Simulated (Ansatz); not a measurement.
C₂H₂S, SMILES C1=CS1: the interaction energy of a dimer with the counterpoise correction, run with the Python package of Ansatz (0.2.0).

`c2h2s.py`
```python
# -*- coding: utf-8 -*-
"""Interaction energy of two C2H2S molecules, with the counterpoise correction."""

from dataclasses import dataclass
import logging
import sys

import ansatz as az

logging.basicConfig(stream=sys.stdout, format="%(levelname)s %(message)s")
log = logging.getLogger("c2h2s")
log.setLevel(logging.INFO)


@dataclass
class Options:
    basis: str = "def2-SVPD"
    functional: str = "pbe"
    dispersion: str = "d4"


opts = Options()

FIRST = [
    ("C", (-0.4496, -0.4664, -0.1111)),
    ("C", (0.3488, 0.5458, 0.0606)),
    ("S", (0.9031, -0.9429, 0.6067)),
    ("H", (-1.3785, -0.7152, -0.4908)),
    ("H", (0.5761, 1.5786, -0.0654)),
]
SECOND = [
    ("C", (-3.9151, -0.2044, -1.6083)),
    ("C", (-3.4292, -0.2891, -2.8117)),
    ("S", (-5.0946, -0.1068, -2.6906)),
    ("H", (-3.632, -0.2089, -0.614)),
    ("H", (-2.5971, -0.3694, -3.4716)),
]

def energy(atoms, ghosts=()):
    molecule = az.Crystal.molecule()
    for symbol, xyz in atoms:
        molecule = molecule.atom(symbol, xyz)
    calc = (
        molecule.calculation()
        .basis(gaussian=opts.basis)  # atom-centred Gaussian functions
        .functional(opts.functional, dispersion=opts.dispersion)
    )
    deck = calc.input()
    if ghosts:
        deck = deck.set(az.key.basis.gaussian.ghost_atoms, [{"symbol": s, "position_ang": list(xyz)} for s, xyz in ghosts])
    return az.Session.from_dict(deck).plan().execute().report["free_energy_ev"]


def main():
    # monomers in their own basis and in the basis of the dimer
    both = energy(FIRST + SECOND)
    alone = energy(FIRST) + energy(SECOND)
    ghosted = energy(FIRST, SECOND) + energy(SECOND, FIRST)
    log.info(f"dimer {both:.6f} eV")
    log.info(f"interaction, uncorrected   {96.485332 * (both - alone):8.3f} kJ/mol")
    log.info(f"interaction, counterpoise  {96.485332 * (both - ghosted):8.3f} kJ/mol")
    log.info(f"basis-set superposition    {96.485332 * (alone - ghosted):8.3f} kJ/mol")


if __name__ == "__main__":
    main()
```

How large is the interaction at this pose, and how much of it is basis-set superposition?

Uncorrected it is -5.637 kJ/mol, with the counterpoise correction -2.548 kJ/mol; the difference, 3.09 kJ/mol, is the superposition error.

What the script printed:

```console
$ python c2h2s.py
INFO dimer -25851.670602 eV
INFO interaction, uncorrected     -5.637 kJ/mol
INFO interaction, counterpoise    -2.548 kJ/mol
INFO basis-set superposition       3.090 kJ/mol
```

Notes:
- Total energies depend on the basis set; only differences at equal settings carry meaning.
- The dimer is a generated trial pose of unrelaxed monomers, not a minimum, so the figure is no binding energy, and the basis set is small.
- Wall time of the script: 8.4 s on 1 thread of Intel(R) Xeon(R) 6975P-C (Granite Rapids) (shared host), peak memory 0.28 GiB.

(A comment or docstring line of the script was reworded after the run, the code is as it ran; lines on the test bed's own set-up are left out of the output.)
